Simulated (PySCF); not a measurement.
B(F)3 cation (BF3), SMILES FB(F)F (connectivity only; charge and spin as stated), charge +1, multiplicity 2. Atoms are numbered in the order given.

```xyz
4

B      0.0000     0.0000     0.0000
F     -1.3170     0.0000     0.0000
F      0.6585     1.1405     0.0000
F      0.6585    -1.1405     0.0000
```
Charge +1, spin multiplicity 2.

Coordinates come from a TPSSh-D3(BJ)/def2-TZVP optimisation. The multiplicity is an assumed one; other spin states were not compared. The isomer is the one that the SMILES or the coordinates give; other isomers of the formula were not compared.

Calculation: PySCF with CAM-B3LYP/def2-TZVPD.

Mulliken values depend strongly on the basis, most of all with diffuse functions as here. ESP charges are fitted to the potential on shells at 1.4 to 2.0 van der Waals radii. Atomic charges (e):

```tsv
atom	meta-Löwdin	Mulliken	ESP fit	Mulliken spin
B1	0.99	0.76	0.80	-0.06
F2	0.00	0.08	0.07	0.35
F3	0.00	0.08	0.07	0.35
F4	0.00	0.08	0.07	0.35
```
